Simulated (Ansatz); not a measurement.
A nudged elastic band was laid between two geometries of CH$_{4}$BS (7 atoms, charge 0, multiplicity 2).

All numbers below come from UKS PBE0/cc-pVDZ (Ansatz).

| Item | Value |
| --- | --- |
| movable images | 7 |
| climbing image | yes |
| spring | 5.0 eV/Å² |
| optimiser | quadratic models (default) |
| start path | through a guess of the saddle point |
| force threshold | 0.03 eV/Å |
| iteration limit | 60 |
| end points | relaxed |

Image 0:

```xyz
7
Properties=species:S:1:pos:R:3
C -0.708 0.431 -0.591
B 0.133 0.249 0.664
S 1.383 -1.033 0.833
H -0.611 -0.205 -1.478
H -1.466 1.217 -0.678
H 0.020 0.955 1.636
H 1.249 -1.614 -0.387
```

Image 8:

```xyz
7
Properties=species:S:1:pos:R:3
C -0.880 0.629 -0.868
B -0.015 0.850 0.232
S 1.337 -0.294 0.862
H -0.914 -0.325 -1.412
H -1.570 1.389 -1.247
H 0.868 -0.675 2.083
H 1.176 -1.575 0.349
```

(1) Which bonds break or form, and what moves?

(2) What energy profile does the band end with?

(3) What is the geometry of the highest image?

The band took 28 iterations and roughly 4 core-minutes.

## Answers

(1) Bonds broken: B2–H6. Bonds formed: S3–H6.

(2) The run converged. The highest image is number 6 of 0 to 8, 3.47 eV above the first end and 0.51 eV above the last; the last end lies 2.95 eV above the first. The profile has 2 maxima (images 2, 6) with wells between them (image 4): this band takes more than one step, which may be the mechanism or a detour left from its start path. Neighbouring images differ by up to 1.8 eV, so the band resolves the path poorly. A vibrational analysis at the climbing image gives one clearly imaginary mode, 1027i cm⁻¹: a first-order saddle point.

```
image  path coordinate (Å)  energy (eV)  B2–H6 (Å)  S3–H6 (Å)
    0                 0.00         0.00       1.21       2.54
    1                 0.70         0.17       1.21       2.52
    2                 1.40         0.68       1.21       2.64
    3                 2.10         0.46       1.21       2.69
    4                 2.79         0.13       1.20       2.52
    5                 3.49         1.69       1.25       2.06
    6                 4.19         3.47       1.74       1.42
    7                 5.44         3.02       2.63       1.36
    8                 6.68         2.95       2.56       1.36
```

(3) 
```xyz
7
Properties=species:S:1:pos:R:3
C -0.905 0.626 -0.847
B -0.370 0.127 0.364
S 1.496 -0.645 0.518
H -0.416 0.472 -1.817
H -1.857 1.164 -0.883
H 0.888 0.087 1.570
H 1.165 -1.832 1.095
```

Run time: 2.1 min on 2 threads of AMD EPYC 9B45 (Zen 5) (shared host), peak memory 0.18 GiB.
